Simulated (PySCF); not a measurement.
Species: C3H3N2 (charge -1).
Z-matrix (Å and degrees, PBE0-D3(BJ)/def2-SVP geometry), rows numbered from 1:
```
C 
C   1  1.4046
N   2  1.3440  1  110.87
N   3  1.3432  2  108.18  1    -0.09
C   4  1.3440  3  108.18  2     0.12
H   1  1.0921  2  129.04  3   179.97
H   2  1.0964  1  128.50  3   179.97
H   5  1.0964  1  128.49  2   179.99
```

The computed photoelectron lines, unassigned: C 1s: 284.35 (area 1), 284.76 (area 2) eV; N 1s: 398.44 eV.

Level of theory: delta-SCF UKS SCAN, pcX-2 on the ionised atom, pcseg-1 elsewhere, spin-free X2C in PySCF. Geometry: PBE0-D3(BJ)/def2-SVP; no solvent, vibrations or thermal averaging.

(1) Assign the C 1s lines to atoms.

Results:

(1) 284.35 eV: C1 (aromatic CH carbon); 284.76 eV: C2/C5 (aromatic CH next to a ring nitrogen). Lowest listed C 1s: C1, bonded to 2 C (aromatic in the SMILES) and H. Highest, 0.41 eV above it: C2/C5, bonded to N (aromatic in the SMILES), C (aromatic in the SMILES) and H. Summing the Pauling electronegativity differences to the bonded atoms, each weighted by its formal bond order, gives -0.35 for the lowest site and +0.39 for the highest.

Bonded neighbours of each site: C1: 2 C (aromatic in the SMILES) and H; C2/C5: N (aromatic in the SMILES), C (aromatic in the SMILES) and H; N3/N4: N (aromatic in the SMILES) and C (aromatic in the SMILES).

Give the binding energy of C 1s of C2/C5 in hartree and in kJ/mol.

284.76 eV = 10.4647 Eh = 27475 kJ/mol.

Atoms equivalent by their bonding share one computed value, that of the first of them. The species carries charge -1, so core ionisation leaves a neutral species. The basis sets have no added diffuse functions.

Time: 25 s wall; peak memory 0.45 GiB. Hardware: an Arm Neoverse N1 with one thread, no GPU, shared host with 64 logical CPUs at a one-minute load of 56.
